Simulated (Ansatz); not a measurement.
C₄H₆ClF (`C=CCC(F)Cl`), relaxed with RKS PBE-D4/def2-SVP in Ansatz from a rough embedded geometry. The force threshold is 0.03 eV/Å; the program also tests the step.

Charge 0, multiplicity 1.

Start:

```xyz
12

C    -0.394    1.950   -0.011
C    -0.073    0.795   -0.562
C     0.627   -0.297    0.189
C     0.038   -1.619    0.134
F    -0.162   -2.069   -1.147
Cl   -1.624   -1.630    0.939
H    -0.245    2.225    1.008
H    -0.953    2.726   -0.652
H    -0.287    0.635   -1.583
H     1.650   -0.370   -0.248
H     0.814    0.026    1.257
H     0.608   -2.373    0.677
```

```json
{"step": "1", "energy (eV)": "-19462.1338", "largest force (eV/Å)": "3.102", "largest move (Å)": "0.000"}
{"step": "2", "energy (eV)": "-19462.3517", "largest force (eV/Å)": "1.128", "largest move (Å)": "0.069"}
{"step": "3", "energy (eV)": "-19462.3858", "largest force (eV/Å)": "0.407", "largest move (Å)": "0.120"}
{"step": "4", "energy (eV)": "-19462.4037", "largest force (eV/Å)": "0.198", "largest move (Å)": "0.042"}
{"step": "5", "energy (eV)": "-19462.4050", "largest force (eV/Å)": "0.106", "largest move (Å)": "0.053"}
{"step": "6", "energy (eV)": "-19462.4075", "largest force (eV/Å)": "0.024", "largest move (Å)": "0.019"}
```

End:

```xyz
12

C    -0.440    1.987   -0.027
C    -0.074    0.805   -0.549
C     0.673   -0.265    0.195
C     0.008   -1.636    0.141
F    -0.118   -2.044   -1.162
Cl   -1.626   -1.606    0.910
H    -0.215    2.251    1.021
H    -0.977    2.736   -0.628
H    -0.323    0.570   -1.599
H     1.684   -0.408   -0.255
H     0.821    0.016    1.257
H     0.587   -2.405    0.695
```

Run time 10 s (4 threads of an Arm Neoverse V2 on a shared host); peak host memory 0.18 GiB.
